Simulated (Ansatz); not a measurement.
Results of r²SCAN+rVV10 (Ansatz, a program for electronic structure, plane waves, PAW) for hcp Mg.

Settings: plane-wave cutoff 500 eV, 30×30×14 k mesh (along the axes of the cell as run), Fermi–Dirac smearing 0.1 eV, scalar-relativistic PAW data made under PBE.

Computed at the level's own relaxed cell.

### Question
Estimate the volume per atom, equilibrium lattice constant a and lattice parameter c that the calculation returns.

### Answer

- volume per atom: 22.48 Å³/atom
- equilibrium lattice constant a: 3.175 Å
- lattice parameter c: 5.151 Å

Measured, for comparison: lattice constant a 3.209 Å, lattice parameter c 5.210 Å (293 K, no zero-point or thermal correction; as tabulated in Wikipedia's data pages). Computed (rounded) less measured: lattice constant a -1.1 %, lattice parameter c -1.1 %. A static lattice is as a rule a little smaller and stiffer than an uncorrected measurement, which narrows the difference in the lattice constant a, lattice parameter c and would widen misses of the other sign.
